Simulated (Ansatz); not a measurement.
Na₂Cl. Charge 0, multiplicity 2. Geometry PBE0-D4/def2-TZVP; atoms count from 1.

Cartesian coordinates in Å:
```
Na 1.1609 -1.2290 -0.4340
Na -0.4108 0.9059 1.4344
Cl -0.7501 0.3231 -1.0003
```

The structure comes from a short search, and lower isomers may exist.

Q: Estimate the Mulliken populations from the PBE0/def2-TZVP orbitals of Ansatz.

A: 
```json
{"atom": "Na1", "charge (e)": "0.31", "spin (α − β)": "0.49"}
{"atom": "Na2", "charge (e)": "0.31", "spin (α − β)": "0.49"}
{"atom": "Cl3", "charge (e)": "-0.62", "spin (α − β)": "0.02"}
```
Mulliken values and Mayer orders depend strongly on the basis.

Q: Where does the spin sit?

A: Summed by element: Na 0.98, Cl 0.02, of 1 unpaired in all. Largest on single atoms: Na2 0.49, Na1 0.49, Cl3 0.02.

Q: And the Mayer bond orders between bonded heavy atoms (over 0.3)?

A: Na1–Na2 0.48 (3.24 Å); Na1–Cl3 0.35 (2.53 Å); Na2–Cl3 0.35 (2.53 Å).
